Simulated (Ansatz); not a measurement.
C4H6O can be A, `COC1=CC1`, or B, `CC1=COC1`.

Calculated with Ansatz (gas phase, PBE0-D4/def2-TZVP geometries, no zero-point term in ΔE). CBS: MP2 limit from def2 TZ/QZ plus the TZ coupled-cluster correction, frozen cores. Functionals use def2-TZVPP. B3LYP here is the variant with VWN-RPA as its local correlation; programs differ in this. One conformer a species, not always the lowest.

A:

```xyz
11

C    -0.1060    1.1710    1.4757
O    -0.5419    1.0278    0.1294
C    -0.1225   -0.0824   -0.4408
C     0.5300   -1.1961   -0.4119
C    -0.1864   -0.8187   -1.7083
H    -0.5084    2.1160    1.8348
H     0.9862    1.1875    1.5222
H    -0.4835    0.3471    2.0874
H     1.1417   -1.9388    0.0655
H    -1.1054   -1.3391   -1.9879
H     0.3962   -0.4743   -2.5660
```

B:

```xyz
11

C    -0.121    1.256   -0.865
C    -0.024   -0.027   -0.145
C    -0.086   -1.333   -0.415
O     0.112   -1.831    0.860
C     0.201   -0.438    1.287
H    -0.946    1.871   -0.490
H     0.793    1.850   -0.763
H    -0.290    1.088   -1.930
H    -0.231   -1.996   -1.258
H    -0.592   -0.207    2.002
H     1.184   -0.233    1.716
```

Problem. Which is lower in electronic energy at CCSD(T)/CBS, and by how much? (Best estimate.)

Solution. Ansatz gave: B, by 114.8 kJ/mol.

Problem. Give E(B) − E(A) in kJ/mol with HF/def2-TZVPP, MP2/def2-TZVPP, B3LYP-D4, CCSD(T)/def2-TZVPP, PBE0-D4, CCSD/def2-TZVPP, B3LYP. (Estimate.)

Solution. Ansatz gave: HF/def2-TZVPP -103.5, MP2/def2-TZVPP -111.5, B3LYP-D4 -106.0, CCSD(T)/def2-TZVPP -114.3, PBE0-D4 -110.6, CCSD/def2-TZVPP -113.1, B3LYP -104.8. None reverses the order clearly.

Largest T1 diagnostic: 0.013.

In def2-TZVPP, CCSD(T) changes the Hartree–Fock value by −10.8 kJ/mol (the triples alone add −1.2 kJ/mol) and MP2 by −8.0 kJ/mol.
